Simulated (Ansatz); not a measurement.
Basis-set extrapolation for `[CH3][Al][CH3]` radical (PBE0-D4/def2-TZVP geometry, frozen core, Ansatz 0.2.0). Multiplicity 2, UHF reference.

```
                      def2-TZVPP   def2-QZVPP
                 HF  -321.157822  -321.168807
    MP2 correlation    -0.421234    -0.448282
CCSD(T) correlation    -0.475416      not run
```

Energies in hartree. Use E(X) = E(∞) + A·exp(−7.88·√X) for Hartree–Fock and E(X) = E(∞) + B·X^(−2.97) for correlation, with X = 3 and 4, and add CCSD(T) minus MP2 of the smaller set to the MP2 limit.

Problem. What is the CCSD(T) energy at the basis-set limit?

Solution. HF limit: -321.168807 + (-0.010985) × 0.13774 = -321.17032. MP2 limit: -0.448282 + (-0.027048) × 0.74074 = -0.46832. Higher-order term: -0.475416 − (-0.421234) = -0.05418. Total: -321.69282 hartree, 156.4 kJ/mol below CCSD(T)/def2-TZVPP.
